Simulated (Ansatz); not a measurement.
```xyz
4

F    -1.1378    1.1569   -0.1418
Al    0.0000    0.0000   -0.0001
F     0.3208   -0.9854   -1.2567
F     0.8170   -0.1714    1.3986
```

Total charge 0; spin multiplicity 1.

Q: List the PBE0/def2-TZVPP orbital energies in eV (Ansatz 0.2.0). (Best estimate.)

A: Computed: Occupied: -1529.62, -673.80, -673.80, -673.80, -115.45, -75.59, -75.41, -75.41, -33.04, -32.71, -32.71, -14.46, -13.31, -13.31, -12.72, -12.41, -12.41, -12.21, -12.21, -11.72. Lowest empty: -1.49, -0.07, 2.09, 2.10, 4.61, 5.54, 5.92, 5.92.
